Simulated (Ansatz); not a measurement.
# MgH (doublet): from Hartree-Fock to the top rungs at distance Mg1–H2 = 1.380 Å, cc-pVQZ

How much of the correlation energy of MgH (doublet) does each wave-function method recover here?

Program: Ansatz 0.2.0, Gaussian basis. Level of theory: cc-pVQZ, core rule «outside noble gas», up to 5 orbitals frozen. These are calculated values, not measurements.

The runs, in order: UHF; CCSD(T) on ROHF; CCSD(T) on UHF; BCCD(T) on ROHF; CCSDT on ROHF; CCSDT on UHF; Full CI.

24 further runs of the same task are left out: 8 for a known fault of the program, 15 that didn't finish, 1 set aside as unsound or not needed. Runs told in other sessions of the task aren't counted.

**1. What is computed**

The geometry derives from a PBE0/def2-TZVP stationary point (not a proven minimum). One bond is set to the value named and the two fragments are kept rigid.

2 atoms, charge 0, spin multiplicity 2.

Atoms are counted from 1 here; the program's logs count them from 0.

Bond lengths: Mg1–H2 1.380 Å.

**2. UHF**

in.yaml

```yaml
crystal:
  periodic: [false, false, false]
  atoms:
    - {symbol: Mg, position_ang: [0.000000, 0.000000, 0.000000]}
    - {symbol: H, position_ang: [0.000000, 0.000000, 1.380000]}
basis:
  gaussian: {orbitals: cc-pVQZ}
magnetization: {spin_polarized: true, initial_magnetization: 1}
hamiltonian: {xc: hf}
output: {orbitals: {seedname: orbitals}}
```

On the command line:

```bash
> ansatz run in.yaml --threads 1 --pin off --events-out ev --progress --plain --max-ram 2393MiB
```

The runs that follow: CCSD(T) on ROHF; CCSD(T) on UHF; BCCD(T) on ROHF; CCSDT on ROHF; CCSDT on UHF; Full CI.

**Question.** What will the summary of the whole plan be? Wanted: FCI from the RHF energy; RMP2 from FCI; UMP2 from FCI; RCCSD from FCI; RCCSD(T) from FCI; UCCSD(T) from FCI; T1 diagnostic; effectively unpaired electrons.

**Answer**, as computed:

```
                         quantity                                                      value
          FCI from the ROHF energy                                                 -1.1743 eV
                    RMP2 from FCI                                                 +260.1 meV
                    UMP2 from FCI                                                 +254.0 meV
                   RCCSD from FCI                                                  +17.9 meV
                RCCSD(T) from FCI                                                   +4.9 meV
                UCCSD(T) from FCI                                                   +3.9 meV
levels within 1 kcal/mol (43 meV)  RCCSD, UCCSD, RCCSD(T), UCCSD(T), BCCD(T), RCCSDT, UCCSDT
                    T1 diagnostic                                                      0.023
   effectively unpaired electrons                                                       1.01
```

RCCSD(T) misses by +4.9 meV, 0.4 % of the correlation energy. One determinant dominates. These misses are within one basis, not against nature; the frozen cores of restricted and unrestricted runs differ, which can shift their rows.

Levels on UHF freeze UHF's core orbitals, full CI those of ROHF, so the U rows can settle a little off it for that reason alone.
